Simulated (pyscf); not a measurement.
PySCF, gas phase, ωB97X-D3(BJ)/def2-SVP geometries. Correlated levels are frozen-core, on RHF or UHF. ΔMP2 is the change of the MP2 total energy from the triple- to the quadruple-zeta basis.

How much does it cost (ΔH, 298 K, CCSD(T)/def2-TZVPP + ΔMP2(QZVPP)) to split `[O]1[SiH2][SiH2]1` at its H–Si bond into cyclic H₃OSi₂ (SMILES O1[SiH][SiH2]1) [doublet] + H•?

H–Si to cyclic H₃OSi₂ (SMILES O1[SiH][SiH2]1) [doublet] + H•: 87.5 kcal/mol. cyclic H₄OSi₂ (SMILES O1[SiH2][SiH2]1) lies 7.4 kcal/mol over its isomer :HSi–O–SiH₃ [singlet], and others may lie lower still (electronic energy, ωB97M-D3(BJ)). Other isomers of cyclic H₃OSi₂ (SMILES O1[SiH][SiH2]1) [doublet] were not searched in full and may lie lower. The CCSD(T) − MP2 part came from Ansatz, without density fitting, on the same reference.
